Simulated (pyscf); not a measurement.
Structures and frequencies: ωB97X-D3(BJ)/def2-SVP in PySCF. MP2 and CC: frozen core, UHF for open shells. ΔMP2 is the change of the MP2 total energy from the triple- to the quadruple-zeta basis.

Estimate the classical barrier height and the reaction energy of H₃C–F + CH₃• → •H₂C–F + CH₄ at CCSD(T)/def2-TZVPP + ΔMP2(QZVPP). The step runs on the doublet surface, breaks C–H and forms C–H; take the separated reactants as zero.

ΔE‡ = 16.1 kcal/mol, ΔE = -3.7 kcal/mol. Zero-point energy shifts the barrier by -0.7 kcal/mol. It is a hydrogen abstraction, with an imaginary mode of 1807i cm⁻¹. One saddle was located; it need not be the lowest between these sides. The angle at the transferred H is 172°. The CCSD(T) − MP2 part came from Ansatz, without density fitting, on the same reference.
